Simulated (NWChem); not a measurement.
# Basis-set convergence for sulfur dioxide (O2S)

SMILES: O=S=O
```xyz
3

O      1.2504     0.0000    -0.3713
S      0.0000     0.0000     0.3713
O     -1.2504     0.0000    -0.3713
```
Charge 0, spin multiplicity 1.

The numbers come from NWChem runs, not from measurements. The geometry was optimised at PBE0/def2-SVP, a minimum by its harmonic frequencies.

Quantity: first vertical ionisation energy at the level G0W0@PBE.

GW and range-separated runs recompute their integrals, the others keep them in memory, which bears on the times.

Relative cost: rough, from shared machines, SCF included, def2-TZVP = 1.

```json
[
 {"basis": "def2-TZVP", "functions": "99", "first vertical ionisation energy (eV)": "11.57", "relative cost": "1"},
 {"basis": "def2-TZVPP", "functions": "104", "first vertical ionisation energy (eV)": "11.58", "relative cost": "under 3"},
 {"basis": "def2-TZVPD", "functions": "126", "first vertical ionisation energy (eV)": "11.56", "relative cost": "under 3"},
 {"basis": "def2-QZVP", "functions": "184", "first vertical ionisation energy (eV)": "11.80", "relative cost": "8"}
]
```

Smallest basis within 0.05 eV of def2-QZVP, the largest set run: no smaller one. def2-QZVP isn't the basis-set limit itself, and a small set can land close by cancellation.
